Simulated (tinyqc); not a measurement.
Inside a calculation. Method: coupled-perturbed Hartree-Fock on RHF in the sto-3g basis, for H3O+, spin multiplicity 1. One step of it, computed by the program tinyqc.

Problem. Coupled step 2. U_ai = -(mu_ai + sum_bj [4 (ai|bj) - (ab|ij) - (aj|bi)] U_bj) / (e_a - e_i); alpha = -4 sum U_ai mu_ai.

U after step 1, order a6, a7, a8:
$$\begin{pmatrix}
0.000203 & 0.008767 & 0.000450 & 0.000000 & 0.051926 \\
0.000000 & 0.000000 & 0.000000 & -0.209948 & 0.000000 \\
-0.000001 & 0.000024 & 0.209888 & 0.000000 & -0.000092
\end{pmatrix}$$

dipole integrals <a|z|i> (bohr), order a6, a7, a8:
$$\begin{pmatrix}
-0.023819 & 0.068391 & -0.000661 & 0.000000 & -0.071383 \\
0.000000 & 0.000000 & 0.000000 & 0.327512 & 0.000000 \\
0.000057 & -0.000242 & -0.327603 & 0.000000 & 0.000120
\end{pmatrix}$$

orbital energies (hartree): MO1 -20.876751, MO2 -1.814292, MO3 -1.119816, MO4 -1.119551, MO5 -0.932664, MO6 0.117820, MO7 0.282023, MO8 0.282639

Two-electron integrals over orbitals (pq|rs), unique and non-zero (hartree):
```
(11|11) 4.743255    (21|11) -0.425938   (21|21) 0.060880    (22|11) 1.025816
(22|21) -0.014220   (22|22) 0.735790    (31|11) 0.000111    (31|21) -0.000012
(31|22) 0.000017    (31|31) 0.014394    (32|11) -0.000012   (32|21) 0.000008
(32|22) 0.000082    (32|31) 0.021727    (32|32) 0.141267    (33|11) 0.877939
(33|21) -0.006360   (33|22) 0.669651    (33|31) 0.002370    (33|32) 0.033047
(33|33) 0.678247    (41|41) 0.014396    (42|41) 0.021726    (42|42) 0.141211
(43|41) -0.002384   (43|42) -0.033120   (43|43) 0.041750    (44|11) 0.877904
(44|21) -0.006362   (44|22) 0.669578    (44|31) -0.002377   (44|32) -0.033102
(44|33) 0.594811    (44|44) 0.678215    (51|11) -0.115146   (51|21) 0.013020
(51|22) -0.013865   (51|31) -0.000005   (51|32) -3.17e-08   (51|33) -0.003895
(51|44) -0.003894   (51|51) 0.027687    (52|11) 0.052892    (52|21) -0.007153
(52|22) -0.025183   (52|31) 6.14e-07    (52|32) 3.18e-06    (52|33) 0.003285
(52|44) 0.003282    (52|51) 0.028394    (52|52) 0.135075    (53|11) -0.000074
(53|21) 4.11e-06    (53|22) -0.000018   (53|31) 0.003935    (53|32) 0.005707
(53|33) -0.004144   (53|44) 0.004096    (53|51) -0.000008   (53|52) -0.000033
(53|53) 0.036880    (54|41) 0.003935    (54|42) 0.005704    (54|43) 0.004119
(54|54) 0.036881    (55|11) 1.091937    (55|21) -0.013978   (55|22) 0.730049
(55|31) 2.01e-06    (55|32) -0.000010   (55|33) 0.658617    (55|44) 0.658589
(55|51) 0.012130    (55|52) 0.078618    (55|53) -0.000061   (55|55) 0.876461
(61|11) -0.288407   (61|21) 0.042599    (61|22) -0.007100   (61|31) -0.000041
(61|32) -0.000042   (61|33) -0.003873   (61|44) -0.003864   (61|51) 0.002045
(61|52) -0.012932   (61|53) -4.06e-06   (61|55) -0.013369   (61|61) 0.031836
(62|11) 0.337023    (62|21) -0.009573   (62|22) 0.147123    (62|31) -0.000025
(62|32) -0.000113   (62|33) 0.103747    (62|44) 0.103722    (62|51) -0.013401
(62|52) -0.023554   (62|53) -0.000041   (62|55) 0.147573    (62|61) -0.003330
(62|62) 0.085316    (63|11) -0.000837   (63|21) 0.000019    (63|22) -0.000381
(63|31) 0.006860    (63|32) -0.009088   (63|33) -0.022974   (63|44) 0.022379
(63|51) 9.38e-07    (63|52) -0.000071   (63|53) 0.006670    (63|55) -0.000436
(63|61) -1.94e-06   (63|62) -0.000245   (63|63) 0.049874    (64|41) 0.006853
(64|42) -0.009196   (64|43) 0.022692    (64|54) 0.006699    (64|64) 0.050055
(65|11) -0.114297   (65|21) -0.000952   (65|22) -0.067994   (65|31) -0.000013
(65|32) -0.000078   (65|33) -0.038799   (65|44) -0.038744   (65|51) 0.013896
(65|52) 0.041086    (65|53) -0.000051   (65|55) -0.054295   (65|61) -0.004630
(65|62) -0.045495   (65|63) 0.000100    (65|65) 0.036657    (66|11) 0.689988
(66|21) -0.006845   (66|22) 0.545304    (66|31) -0.000046   (66|32) -0.000374
(66|33) 0.516107    (66|44) 0.516398    (66|51) -0.016148   (66|52) -0.052710
(66|53) 0.000050    (66|55) 0.509347    (66|61) -0.000633   (66|62) 0.065787
(66|63) 0.000057    (66|65) -0.037836   (66|66) 0.488041    (71|41) 0.016248
(71|42) 0.022964    (71|43) -0.002181   (71|54) 0.004483    (71|64) 0.007348
(71|71) 0.018382    (72|41) 0.014527    (72|42) 0.045221    (72|43) 0.012766
(72|54) 0.018051    (72|64) 0.036295    (72|71) 0.015641    (72|72) 0.051239
(73|41) 0.002980    (73|42) 0.039760    (73|43) -0.004247   (73|54) -0.004957
(73|64) -0.023369   (73|71) 0.003387    (73|72) -0.001807   (73|73) 0.033416
(74|11) 0.364614    (74|21) -0.007602   (74|22) 0.153795    (74|31) 0.002986
(74|32) 0.039773    (74|33) 0.128282    (74|44) 0.119838    (74|51) 0.000747
(74|52) 0.035661    (74|53) -0.004972   (74|55) 0.186389    (74|61) -0.005676
(74|62) 0.081605    (74|63) -0.023494   (74|65) -0.027724   (74|66) 0.043084
(74|74) 0.145387    (75|41) 0.006288    (75|42) 0.037789    (75|43) -0.011059
(75|54) 0.023075    (75|64) -0.012289   (75|71) 0.006945    (75|72) 0.010538
(75|73) 0.013673    (75|75) 0.031264    (76|41) 0.012682    (76|42) 0.097845
(76|43) -0.040014   (76|54) -0.010772   (76|64) -0.044000   (76|71) 0.013699
(76|72) 0.000417    (76|73) 0.048682    (76|75) 0.029783    (76|76) 0.114917
(77|11) 0.793800    (77|21) -0.008004   (77|22) 0.586689    (77|31) -0.000581
(77|32) -0.032205   (77|33) 0.531566    (77|44) 0.604284    (77|51) -0.002689
(77|52) 0.000825    (77|53) 0.009890    (77|55) 0.580282    (77|61) -0.005076
(77|62) 0.071889    (77|63) 0.039008    (77|65) -0.022681   (77|66) 0.494414
(77|74) 0.063592    (77|77) 0.584710    (81|11) 0.000654    (81|21) -0.000101
(81|22) 4.56e-06    (81|31) -0.016252   (81|32) -0.022972   (81|33) -0.002156
(81|44) 0.002185    (81|51) -0.000008   (81|52) 0.000023    (81|53) -0.004484
(81|55) 0.000028    (81|61) -0.000036   (81|62) 0.000040    (81|63) -0.007359
(81|65) 0.000022    (81|66) 0.000057    (81|74) -0.003381   (81|77) 0.000489
(81|81) 0.018394    (82|11) -0.000812   (82|21) 0.000020    (82|22) -0.000358
(82|31) -0.014525   (82|32) -0.045177   (82|33) 0.012566    (82|44) -0.013024
(82|51) 0.000025    (82|52) 0.000022    (82|53) -0.018054   (82|55) -0.000359
(82|61) 0.000040    (82|62) -0.000103   (82|63) -0.036295   (82|65) 0.000115
(82|66) -0.000140   (82|74) 0.001612    (82|77) -0.022713   (82|81) 0.015644
(82|82) 0.051243    (83|11) -0.364617   (83|21) 0.007606    (83|22) -0.153721
(83|31) 0.002973    (83|32) 0.039815    (83|33) -0.119803   (83|44) -0.128316
(83|51) -0.000748   (83|52) -0.035663   (83|53) -0.004924   (83|55) -0.186373
(83|61) 0.005665    (83|62) -0.081614   (83|63) -0.023059   (83|65) 0.027658
(83|66) -0.043453   (83|74) -0.080755   (83|77) -0.098469   (83|81) -0.003395
(83|82) 0.002064    (83|83) 0.145458    (84|41) -0.003000   (84|42) -0.039757
(84|43) 0.004199    (84|54) 0.004932    (84|64) 0.023258    (84|71) -0.003409
(84|72) 0.001716    (84|73) -0.031130   (84|75) -0.013656   (84|76) -0.048594
(84|84) 0.033321    (85|11) 0.000153    (85|21) 2.27e-06    (85|22) 0.000081
(85|31) -0.006289   (85|32) -0.037797   (85|33) -0.010967   (85|44) 0.011091
(85|51) -0.000033   (85|52) -0.000109   (85|53) -0.023081   (85|55) 0.000051
(85|61) 0.000025    (85|62) 0.000105    (85|63) 0.012232    (85|65) -0.000007
(85|66) 0.000185    (85|74) -0.013640   (85|77) 0.013339    (85|81) 0.006948
(85|82) 0.010537    (85|83) -0.013729   (85|85) 0.031266    (86|11) 0.000112
(86|21) -3.14e-06   (86|22) -0.000019   (86|31) -0.012681   (86|32) -0.097759
(86|33) -0.039719   (86|44) 0.039903    (86|51) 0.000028    (86|52) 0.000099
(86|53) 0.010721    (86|55) 0.000096    (86|61) 0.000019    (86|62) 0.000021
(86|63) 0.043666    (86|65) 0.000106    (86|66) 0.000444    (86|74) -0.048558
(86|77) 0.058544    (86|81) 0.013703    (86|82) 0.000478    (86|83) -0.048737
(86|85) 0.029720    (86|86) 0.114450    (87|41) 0.000555    (87|42) 0.031982
(87|43) -0.036315   (87|54) -0.009894   (87|64) -0.039185   (87|71) 0.000447
(87|72) -0.022541   (87|73) 0.017324    (87|75) 0.013258    (87|76) 0.058451
(87|84) -0.017235   (87|87) 0.048285    (88|11) 0.794015    (88|21) -0.008009
(88|22) 0.586820    (88|31) 0.000639    (88|32) 0.032606    (88|33) 0.604519
(88|44) 0.531445    (88|51) -0.002689   (88|52) 0.000840    (88|53) -0.009950
(88|55) 0.580383    (88|61) -0.005082   (88|62) 0.071980    (88|63) -0.039554
(88|65) -0.022761   (88|66) 0.493986    (88|74) 0.098649    (88|77) 0.487529
(88|81) -0.000525   (88|82) 0.022362    (88|83) -0.063392   (88|85) -0.013402
(88|86) -0.058857   (88|88) 0.585252
```

Give: U after step 2; polarisability.

Solution.

U after step 2, order a6, a7, a8:
$$\begin{pmatrix}
0.000 & 0.010 & 0.000 & 0.000 & 0.053 \\
0.000 & 0.000 & 0.000 & -0.219 & 0.000 \\
0.000 & 0.000 & 0.218 & 0.000 & 0.000
\end{pmatrix}$$

polarisability = 0.585 bohr^3
